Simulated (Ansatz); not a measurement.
C₄H₆O₂ (`C=CCC(=O)O`). Charge 0, multiplicity 1.

```xyz
12

C    -0.704   -1.933    0.710
C     0.211   -1.063    0.312
C    -0.071    0.088   -0.592
C     0.514    1.384   -0.099
O     1.371    1.498    0.733
O    -0.025    2.437   -0.736
H    -1.742   -1.848    0.404
H    -0.449   -2.762    1.359
H     1.240   -1.162    0.646
H     0.378   -0.081   -1.581
H    -1.141    0.218   -0.766
H     0.419    3.225   -0.391
```

Task: List the harmonic frequencies (cm⁻¹, unscaled) at PBE0-D4/def2-TZVP in Ansatz. (Best estimate.)

Result: Computed: 44, 86, 214, 393, 452, 520, 587, 676, 680, 885, 940, 962, 981, 1035, 1133, 1175, 1235, 1289, 1323, 1404, 1434, 1461, 1734, 1851, 3031, 3114, 3152, 3185, 3243, 3783.

Task: Is this a minimum?

Result: Yes, all 30 modes are real.

Task: Give the ideal-gas thermochemistry at 298.15 K and 1 bar (rigid rotor, harmonic oscillator; point group C1, symmetry number 1).

Result: Zero-point energy 251.2 kJ/mol; H(298) − E = 270.8 kJ/mol; entropy 339.3 J/(mol·K), of which translation 164.4, rotation 111.6, vibration 63.3; G(298) − E = 169.6 kJ/mol. Modes under 100 cm⁻¹ are hindered rotations or soft bends, so the harmonic entropy is rough.

Task: And at 400, 500, 600, 800 and 1000 K?

Result: 
```tsv
T (K)	H − E (kJ/mol)	S (J/mol/K)	G − E (kJ/mol)
400	282.3	372.4	133.3
500	296.0	402.8	94.6
600	311.6	431.3	52.8
800	347.5	482.7	-38.7
1000	387.9	527.7	-139.8
```

Task: Rotational constants (cm⁻¹)?

Result: 0.3007, 0.06935, 0.05962.
